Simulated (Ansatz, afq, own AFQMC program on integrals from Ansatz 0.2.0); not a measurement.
NH3⁻, doublet: AFQMC among the cluster methods

```yaml
atoms:
  - { symbol: N, position_ang: [-0.0464, 0.0029, -0.0937] }
  - { symbol: H, position_ang: [1.7006, -0.0068, 0.7123] }
  - { symbol: H, position_ang: [-0.5367, 0.7977, 0.3244] }
  - { symbol: H, position_ang: [-0.5188, -0.8305, 0.2660] }
```

Basis 6-31++G**. Noble-gas cores (and the filled d shells of Ga–Kr and In–Xe) are frozen. Integrals, coupled cluster, full CI and functionals: Ansatz 0.2.0; the random walks run on the same integrals in our own AFQMC program. The CISD trial takes its coefficients from CCSD amplitudes. Released means that phaseless walkers are propagated on without the constraint, phases kept. ± is one standard error of the sampling.

Determinant: UHF, the one that the program's search chose, which needn't be the lowest solution. The geometry is a point of a scan.

No full CI on the walks' own integrals is used here; CCSDT(Q) serves as the reference and is uncertain by about the last step of the cluster series.

Cautions: higher spins were not checked; strong correlation (T1 0.057, weight of the determinant 0.85, largest double 0.08).

The T1 diagnostic is 0.0570 and the weight of the determinant in the CISD state is 0.847. The ⟨S²⟩ of the determinant is 0.784 and the size of the correlated space is 9 electrons in 36 orbitals.

```
  level  correlation energy (eV)
    MP2                  -5.4610
   CCSD                  -6.0836
CCSD(T)                  -6.2688
```

Problem. Estimate where phaseless AFQMC with a CISD trial lies against CCSD(T) on the same integrals.

Solution. 0.5 ± 1.8 kJ/mol below CCSD(T). The gap is under twice the noise, so this walk alone can't tell the two apart.

Reference: CCSDT(Q), correlation energy -6.317 eV. The released energy is read at 2.40 1/Eh (meV from the phaseless value at times in 1/Eh: -7 ± 21 at 0.24, -2 ± 17 at 0.51, -34 ± 24 at 0.99, 9 ± 25 at 1.62, -24 ± 25 at 2.40).

```
         level  E − E(reference) (kJ/mol)  share of correlation (%)
       CCSD(T)                        4.6                     99.24
         CCSDT                        2.3                     99.63
 ph-AFQMC/CISD                  4.1 ± 1.8                     99.33
released AFQMC                  1.8 ± 2.4                     99.71
```

A walk keeps the symmetry of its determinant, which the program's search chose and which needn't be the lowest solution, so a lower state of the same spin and another symmetry isn't excluded. Released energies are given only where the last usable release times agree within the noise; a slower fall can still hide under it.
